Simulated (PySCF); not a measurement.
Gas-phase reaction: 2 C2H2 (acetylene) + 3 H2 ⇌ C4H10 (n-butane)

Computed with PySCF (xtb for GFN2) and rigid-rotor harmonic-oscillator thermochemistry at 1 bar. 'Table' is the NASA 1993 thermochemical table (part measured, part estimated). S°(298 K) at PBE0/def2-TZVP differs from the NASA 1993 table for C4H10 (n-butane) (-9 J/mol/K); whether the harmonic model or the table's entry is off was not settled. † marks an energy on the PBE0/def2-TZVP geometry and frequencies; other levels use their own. CCSD(T) freezes the core. 6-31G* has spherical d functions here. All species are closed-shell singlets. B3LYP is the form with VWN-RPA correlation. CCSD(T) isn't extrapolated to the basis-set limit. The harmonic model lacks anharmonicity and excited electronic states, which grow with temperature; levels with a mode under 35 cm⁻¹ are left out. Internal rotation in C4H10 (n-butane) is treated as a harmonic vibration of one conformer, which makes the entropy rough.

```
level              ΔH°(298 K), kJ  minus table  ΔG°(1400 K), kJ
-----------------  --------------  -----------  ---------------
table                      -582.2            -            141.1
B3LYP/6-31G*               -638.6        -56.4            104.9
B3LYP/def2-TZVP†           -565.4         16.8            170.1
CCSD(T)/def2-SVP†          -624.9        -42.7            110.6
GFN2-xTB                   -688.3       -106.1             56.4
HF/6-31G*                  -637.2        -55.0             99.0
HF/def2-TZVP†              -573.1          9.1            162.4
PBE/def2-TZVP†             -614.1        -31.9            121.3
PBE0/def2-SVP†             -721.2       -139.0             14.2
r2SCAN/def2-TZVP†          -626.9        -44.7            108.6
LDA/def2-TZVP†             -755.6       -173.4            -20.1
```
